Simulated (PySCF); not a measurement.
## Working out the ionisation energy of Be

Be [He] 2s2 (1S) → Be⁺ [He] 2s1 (2S). All numbers are calculated (PySCF 2.14, no relativity, point nucleus, in aug-cc-pCVTZ (7s6p4d2f, 59 functions)). Frozen: nothing. Energies in hartree (1 hartree = 27.21139 eV):

```csv
part,Be (lower),Be⁺ (upper)
UHF,-14.572876,-14.277301
CCSD correlation,-0.089050,-0.043169
(T),-0.000445,-0.000021
```

Task: What does Hartree-Fock give?

Result: (-14.277301) − (-14.572876) = 0.295575 hartree = 8.043 eV.

Task: What do CCSD and CCSD(T) give?

Result: The CCSD correlation energies differ by 0.045881 hartree = 1.248 eV and the triples by 0.000424 hartree = 0.012 eV, so CCSD gives 9.291 eV and CCSD(T) 9.303 eV.

Measured between the centres of the two terms (NIST): 9.323 eV, so CCSD(T) (valence and next inner shell) is off by -0.020 eV.

What remains against the reference includes basis incompleteness and higher excitations.
